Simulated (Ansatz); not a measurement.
Computed with Ansatz.

A structure relaxed at PBE0-D4/def2-TZVP, charge 0, multiplicity 1:

```
atom    x (Å)    y (Å)    z (Å)
  C1  -0.1961   1.3706   0.1751
  C2   0.1625   0.0715  -0.5006
  O3  -0.9081  -0.5011  -1.1658
  F4   1.1718   0.3357  -1.4222
  C5   0.7009  -0.9975   0.4374
  O6  -0.2587  -1.3970   1.3786
  H7  -0.6220   2.0686  -0.5507
  H8   0.6939   1.8285   0.6071
  H9  -0.9196   1.1838   0.9688
 H10  -1.4088   0.1864  -1.6150
 H11   1.0489  -1.8323  -0.1839
 H12   1.5541  -0.5972   0.9867
 H13  -1.0189  -1.7200   0.8844
```

Q: Give its formula and SMILES.

A: C3H7FO2, `CC(O)(F)CO`.

Q: Point group (tolerance 0.08 Å, 0.16 Å for H)?

A: C1.

Q: Summarise the bond lengths by kind.

A: 2 × C–C 1.508 to 1.521 Å; 5 × C–H 1.090 to 1.097 Å; 2 × C–O 1.384 to 1.402 Å; 1 × C–F 1.392 Å; 2 × H–O 0.962 to 0.963 Å.
